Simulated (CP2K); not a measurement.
**SiH4S (SMILES [SiH3]S) at MNDO**

What is the energy change on altering one bond length of SiH4S at MNDO? 

Program for the calculation: CP2K 2026.2.

1 further run of the same task is left out (set aside as unsound or not needed).

## Step 1: The structure to begin with

SiH4S: 6 atoms, total charge 0, spin state singlet. As SMILES, `[SiH3]S`. The coordinates come from a PBE0-D4/def2-TZVP relaxation.

Bond lengths: Si1–S2 2.137 Å, Si1–H3 1.485 Å, Si1–H4 1.482 Å, Si1–H5 1.485 Å, S2–H6 1.344 Å. Angles: Si1–S2–H6 94.7°, S2–Si1–H3 111.6°, S2–Si1–H4 104.8°, S2–Si1–H5 111.6°, H3–Si1–H4 110.0°, H3–Si1–H5 108.8°, H4–Si1–H5 110.0°.

## Step 2: Energy and forces at MNDO

mol.inp reads:

```
&FORCE_EVAL
   METHOD QUICKSTEP
   &DFT
      ! Quickstep
      &QS
         METHOD MNDO
         EPS_DEFAULT 1.0E-10
         &SE
            &COULOMB
               CUTOFF [angstrom] 50
               RC_RANGE [angstrom] 0
            &END COULOMB
            &EXCHANGE
               CUTOFF [angstrom] 50
               RC_RANGE [angstrom] 0
            &END EXCHANGE
         &END SE
      &END QS
      &POISSON
         PERIODIC NONE
         POISSON_SOLVER ANALYTIC
      &END POISSON
      &SCF
         SCF_GUESS ATOMIC
         EPS_SCF 1.0E-06
         MAX_SCF 50
         &OT
            MINIMIZER CG
            PRECONDITIONER FULL_ALL
         &END OT
         &OUTER_SCF
            EPS_SCF 1.0E-06
            MAX_SCF 10
         &END OUTER_SCF
      &END SCF
      &PRINT
         &MOMENTS
            PERIODIC F
            REFERENCE COM
            MAX_MOMENT 1
         &END MOMENTS
         &MO_CUBES
            NLUMO 3
            NHOMO -1
            WRITE_CUBE F
         &END MO_CUBES
         &HIRSHFELD OFF
         &END HIRSHFELD
      &END PRINT
   &END DFT
   &SUBSYS
      ! box in angstrom
      &CELL
         ABC 12.5 12.9 13.1
         PERIODIC NONE
      &END CELL
      &COORD
         Si    -0.169800    -0.263400    -0.436000
         S      0.907300    -0.012600     1.392800
         H     -1.629800    -0.074300    -0.241600
         H      0.108600    -1.658300    -0.852500
         H      0.299800     0.681200    -1.481100
         H      0.526100     1.263300     1.572300
      &END COORD
      &TOPOLOGY
         &CENTER_COORDINATES
         &END CENTER_COORDINATES
      &END TOPOLOGY
   &END SUBSYS
   &PRINT
      &FORCES ON
      &END FORCES
   &END PRINT
&END FORCE_EVAL

&GLOBAL
   PROJECT mol
   RUN_TYPE ENERGY_FORCE
   PRINT_LEVEL MEDIUM
&END GLOBAL
```

Command:

```sh
$ OMP_NUM_THREADS=1 cp2k.psmp -i mol.inp > mol.out 2>&1
```

Output:

```text
CP2K| version string:                                       CP2K version 2026.2
[...]
 GLOBAL| Method name                                                        CP2K
[...]
 GLOBAL| Run type                                                   ENERGY_FORCE
[...]
                             - Atoms:                                          6
[...]
                             - Spherical basis functions:                     12
[...]
 Number of electrons:                                                         14
[...]
     1 OT CG       0.15E+00    0.0     0.32015212       -11.9917382970 -1.20E+01
[...]
    44 OT CG       0.14E+00    0.0     0.00000072       -13.6937998163 -7.06E-12
  *** SCF run converged in    44 steps ***
  Core-core repulsion energy [eV]:                            416.18475499779538
  Core Hamiltonian energy [eV]:                              -566.45058504821145
  Two-electron integral energy [eV]:                         -444.72282641409913
  Electronic energy [eV]:                                    -788.81199825526096
  Total energy [eV]:                                         -372.62724325746558
  Atomic reference energy [eV]:                               373.09395269976244
  Heat of formation [kcal/mol]:                                10.76257627040240
[...]
 SE_DIPOLE| Moment [Debye]          1.43820508      -0.96121273       1.65586086
 SE_DIPOLE| Derivative [a.u.]       0.00000000       0.00000000       0.00000000
 *** WARNING in qs_scf_post_se.F:140 :: Printing of MO cube files not ***
 *** implemented for Semi-Empirical method.                           ***
 ENERGY| Total FORCE_EVAL ( QS ) energy [hartree]            -13.693799816349893
 FORCES| Atomic forces [hartree/bohr]
 FORCES|   Atom     x               y               z               |f|
 FORCES|      1 -5.27491059E-03 -1.42086545E-02 -1.68400144E-02   2.26560506E-02
 FORCES|      2 -2.61434184E-02  3.02526720E-02 -2.23573324E-02   4.58099640E-02
 FORCES|      3  3.79441266E-02 -3.36626703E-03 -2.54050357E-03   3.81777770E-02
 FORCES|      4 -7.51553767E-03  3.54510170E-02  9.89541533E-03   3.75656380E-02
 FORCES|      5 -1.09170277E-02 -2.24963242E-02  2.88331942E-02   3.81656807E-02
 FORCES|      6  1.19067677E-02 -2.56324433E-02  3.00924082E-03   2.84226811E-02
 FORCES| Sum    -3.12250226E-17 -6.93889390E-17 -3.19189120E-16
 FORCES| Total atomic force                                       3.28133389E-16
[...]
```

Wall time 0.96 s (1 thread of Arm Neoverse N1, shared host); peak memory 0.14 GiB.

## Step 3: The distorted shape

qs.inp reads:

```
&GLOBAL
   PROJECT_NAME qs
   RUN_TYPE ENERGY_FORCE
   PRINT_LEVEL MEDIUM
&END GLOBAL

&FORCE_EVAL
   METHOD QS
   &DFT
      CHARGE 0
      MULTIPLICITY 1
      &QS
         METHOD MNDO
         EPS_DEFAULT 1.0E-10
         &SE
            &COULOMB
               CUTOFF [angstrom] 50
               RC_RANGE [angstrom] 0
            &END COULOMB
            &EXCHANGE
               CUTOFF [angstrom] 50
               RC_RANGE [angstrom] 0
            &END EXCHANGE
         &END SE
      &END QS
      &POISSON
         PERIODIC NONE
         POISSON_SOLVER ANALYTIC
      &END POISSON
      &SCF
         SCF_GUESS ATOMIC
         EPS_SCF 1.0E-06
         MAX_SCF 50
         &OT ON
            MINIMIZER CG
            PRECONDITIONER FULL_ALL
         &END OT
         &OUTER_SCF
            EPS_SCF 1.0E-06
            MAX_SCF 10
         &END OUTER_SCF
      &END SCF
      &PRINT
         &MOMENTS
            PERIODIC F
            REFERENCE COM
            MAX_MOMENT 1
         &END MOMENTS
         &MO_CUBES
            NLUMO 3
            NHOMO -1
            WRITE_CUBE F
         &END MO_CUBES
         &HIRSHFELD OFF
         &END HIRSHFELD
      &END PRINT
   &END DFT
   &SUBSYS
      &CELL
         ABC [angstrom] 12.5 13 13.1
         PERIODIC NONE
      &END CELL
      &COORD
         Si    -0.131691    -0.390953    -0.453945
         S      0.945409    -0.140153     1.374855
         H     -1.591691    -0.201853    -0.259545
         H      0.146709    -1.785853    -0.870445
         H      0.337909     0.553647    -1.499045
         H      0.526100     1.263300     1.572300
      &END COORD
      &TOPOLOGY
         &CENTER_COORDINATES
         &END CENTER_COORDINATES
      &END TOPOLOGY
   &END SUBSYS
   &PRINT
      &FORCES ON
      &END FORCES
   &END PRINT
&END FORCE_EVAL
```

Command:

```sh
$ OMP_NUM_THREADS=1 cp2k.psmp -i qs.inp -o qs.out
```

Output:

```text
CP2K| version string:                                       CP2K version 2026.2
[...]
 GLOBAL| Method name                                                        CP2K
[...]
 GLOBAL| Run type                                                   ENERGY_FORCE
[...]
                             - Atoms:                                          6
[...]
                             - Spherical basis functions:                     12
[...]
 Number of electrons:                                                         14
[...]
     1 OT CG       0.15E+00    0.0     0.31953991       -12.0037470400 -1.20E+01
[...]
    42 OT CG       0.91E-01    0.0     0.00000077       -13.6794541270 -4.49E-12
  *** SCF run converged in    42 steps ***
  Core-core repulsion energy [eV]:                            411.59085811007679
  Core Hamiltonian energy [eV]:                              -565.98001587478848
  Two-electron integral energy [eV]:                         -435.69543886390932
  Electronic energy [eV]:                                    -783.82773530674319
  Total energy [eV]:                                         -372.23687719666634
  Atomic reference energy [eV]:                               373.09395269976244
  Heat of formation [kcal/mol]:                                19.76463220064466
[...]
 SE_DIPOLE| Moment [Debye]          1.41529249      -0.92714600       1.64083179
 SE_DIPOLE| Derivative [a.u.]       0.00000000       0.00000000       0.00000000
 *** WARNING in qs_scf_post_se.F:140 :: Printing of MO cube files not ***
 *** implemented for Semi-Empirical method.                           ***
 ENERGY| Total FORCE_EVAL ( QS ) energy [hartree]            -13.679454126955632
 FORCES| Atomic forces [hartree/bohr]
 FORCES|   Atom     x               y               z               |f|
 FORCES|      1 -5.04178265E-03 -1.29340322E-02 -1.57043654E-02   2.09603400E-02
 FORCES|      2 -4.03031747E-02  7.93351833E-02 -1.46675124E-02   9.01862136E-02
 FORCES|      3  3.79010734E-02 -3.42432230E-03 -2.60766115E-03   3.81446883E-02
 FORCES|      4 -7.44940094E-03  3.53805714E-02  9.95560706E-03   3.75019002E-02
 FORCES|      5 -1.09314523E-02 -2.25431466E-02  2.87472821E-02   3.81326151E-02
 FORCES|      6  2.58247372E-02 -7.58142536E-02 -5.72335022E-03   8.02961695E-02
 FORCES| Sum    -1.24900090E-16 -3.74700271E-16 -2.77555756E-17
 FORCES| Total atomic force                                       3.95942796E-16
[...]
```

Wall time 0.95 s (1 thread of Arm Neoverse N1, shared host); peak memory 0.14 GiB.

## Step 4: What came out

Level: MNDO.

| quantity | value |
| --- | --- |
| first shape: total energy | -13.69380 Eh |
| first shape: dipole moment | 2.39 D |
| first shape: heat of formation at this unrelaxed shape | 10.8 kcal/mol |
| first shape: largest force on an atom | 2.356 eV/Å |
| distorted shape: total energy | -13.67945 Eh |
| distorted shape: dipole moment | 2.36 D |
| distorted shape: heat of formation at this unrelaxed shape | 19.8 kcal/mol |
| distorted shape: largest force on an atom | 4.638 eV/Å |
| energy change with the S2–H6 bond stretched from 1.344 to 1.478 Å | 0.390 eV |

What this shows: With the S2–H6 bond stretched from 1.344 to 1.478 Å the energy rises by 0.39 eV (37.7 kJ/mol). The first shape isn't relaxed at this level, so the change isn't measured from a minimum. The largest force (first shape) is 2.36 eV/Å: the shape isn't a stationary point for this species at this level.
